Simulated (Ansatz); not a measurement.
# NaSiH2 radical: functionals against CCSD(T) at one geometry

One table from this session's results is given with a row withheld; the runs are named, their logs left out.

Computed with Ansatz 0.2.0, Gaussian basis. Level: single points in def2-TZVPP.

Cores are frozen in the correlated methods. The outer core shell of Li, Na, Mg and K is correlated. Orbitals are unrestricted.

## The system as given

SMILES `[Na][SiH2]`, 4 atoms, charge 0, spin multiplicity 2.

Atoms are counted from 1 here; the program's logs count them from 0.

Bond lengths: Na1–Si2 2.792 Å, Si2–H3 1.430 Å, Si2–H4 1.494 Å. Angles: Na1–Si2–H3 119.1°, Na1–Si2–H4 113.9°, H3–Si2–H4 104.8°.

Coordinates:

```xyz
4

Na   -2.3101    0.7996   -0.4517
Si    0.4006    0.1451   -0.3096
H     0.8025   -1.2084   -0.5370
H     1.0487    0.5234    0.9818
```

Set-up of the first run:

Input file run/in.yaml:

```yaml
crystal:
  periodic: [false, false, false]
  atoms:
    - {symbol: Na, position_ang: [-2.310100, 0.799600, -0.451700]}
    - {symbol: Si, position_ang: [0.400600, 0.145100, -0.309600]}
    - {symbol: H, position_ang: [0.802500, -1.208400, -0.537000]}
    - {symbol: H, position_ang: [1.048700, 0.523400, 0.981800]}
basis:
  gaussian: {orbitals: def2-TZVPP}
magnetization: {spin_polarized: true, initial_magnetization: 1}
correlation: {method: ccsd_t}
scf: {omitted_lower_state_checks: [cluster_reference]}
output: {forces: true}
```

The command line of these runs was not kept.

Among the steps run: CCSD(T)/def2-TZVPP; PBE0-D4/def2-TZVPP; wB97M-V/def2-TZVPP; r2SCAN-D4/def2-TZVPP; PBE-D4/def2-TZVPP; CAM-B3LYP-D4/def2-TZVPP; r2SCANh-D4/def2-TZVPP.

One table of the session follows, with a row left open; its other results are not shown here.

```
      method  RMS force component (eV/Å)  angle to CCSD(T) forces (°)  dipole (D)
     CCSD(T)                       0.667                    reference        7.91
     PBE0-D4                       0.689                          1.8        7.31
     wB97M-V                       0.637                          2.8        7.61
   r2SCAN-D4                       0.679                          1.6        7.57
      PBE-D4                       0.739                          6.1        6.65
CAM-B3LYP-D4                           ?                            ?           ?
  r2SCANh-D4                       0.666                          0.7        7.68
```

Estimate the missing values for CAM-B3LYP-D4.

**Answer.** RMS force component (eV/Å): 0.640; angle to CCSD(T) forces (°): 3.0; dipole (D): 7.39. In the column «RMS force component (eV/Å)» it lies between wB97M-V (0.637) and r2SCANh-D4 (0.666).
